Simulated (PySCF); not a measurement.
Compound: C4H9S2 (doublet state).
Geometry (GFN2-xTB, Å), atoms numbered from 1 in this order:
```xyz
15
C4H9S2 angstrom
C      2.414    0.038    0.587
C      1.505   -0.684   -0.388
S     -0.070   -1.217    0.391
C     -1.158    0.043   -0.086
C     -2.613   -0.224    0.094
S     -0.615    1.716    0.071
H      2.638   -0.597    1.440
H      1.944    0.950    0.947
H      3.346    0.301    0.091
H      1.238   -0.056   -1.236
H      1.969   -1.604   -0.745
H     -2.805   -1.283   -0.062
H     -2.966    0.043    1.095
H     -3.194    0.353   -0.628
H     -1.637    2.230   -0.616
```

The hyperfine couplings belong to this conformer and change with its torsions.

The species is `[C](S)(C)SCC` [radical].

Computed, not measured: PySCF 2.14.0, UKS B3LYP, pcH-1 on C H S, non-relativistic, mean-field spin-orbit, GIAO. Geometry: GFN2-xTB, one conformer, isolated molecule. The geometry wasn't refined by DFT: couplings that depend on bond lengths, twists or pyramidal angles can differ widely from those at the functional's own minimum. Stability of the SCF solution: not tested.

Mulliken spin populations: C1 0.000, C2 +0.012, S3 +0.125, C4 +0.728, C5 -0.054, S6 +0.109, H7 +0.001, H8 +0.002, H9 0.000, H10 +0.001, H11 +0.001, H12 +0.002, H13 +0.052, H14 +0.020, H15 +0.001.

**Question.** What dipolar couplings does the calculation give for H7, H8, H9, H10, H11, H12, H13, H14, H15?

**Answer.** 
```csv
atom,position,distance from C4 (Å),T1 (MHz),T2,T3
H7,4 bonds from C4,4.14,-1.52,-1.01,2.53
H8,4 bonds from C4,3.39,-1.83,-1.10,2.93
H9,4 bonds from C4,4.51,-0.90,-0.77,1.67
H10,"γ, 3 bonds from C4",2.66,-4.02,-2.08,6.10
H11,"γ, 3 bonds from C4",3.59,-2.31,-1.22,3.54
H12,"β, 2 bonds from C4",2.12,-4.33,-3.75,8.07
H13,"β, 2 bonds from C4",2.16,-3.75,-2.55,6.30
H14,"β, 2 bonds from C4",2.13,-4.64,-4.10,8.74
H15,"β, 2 bonds from C4, on S6 of spin population +0.11",2.30,-3.73,-2.38,6.12
```

**Question.** Estimate them with point dipoles: put each population ρk at its nucleus, leave out the nucleus itself and the atom bound to it, and sum T = Σ [ρk/(2S)]·C·(3 n nᵀ − 1)/r³ with C = μ0 gₑ μB g_N μN/(4π h) = 79.06 MHz Å³.

**Answer.** 
```tsv
atom	T1 (MHz)	T2	T3	T3, computed	difference in T3 (%)
H7	-1.32	-1.19	2.51	2.53	-1
H8	-2.25	-1.58	3.84	2.93	+31
H9	-1.01	-0.88	1.89	1.67	+13
H10	-3.98	-3.05	7.03	6.10	+15
H11	-2.06	-1.79	3.85	3.54	+9
H12	-6.94	-5.42	12.36	8.07	+53
H13	-6.22	-5.78	11.99	6.30	+90
H14	-6.86	-5.39	12.24	8.74	+40
H15	-4.89	-4.74	9.63	6.12	+57
```

In T3 the estimate is closest for H7 (-1 %, 4.14 Å from C4) and worst for H13 (+90 %, 2.16 Å).

On one thread of an Arm Neoverse V1, shared host, this took 79 s of wall time (grids of density and orbitals included) and 0.91 GiB of memory at its peak.
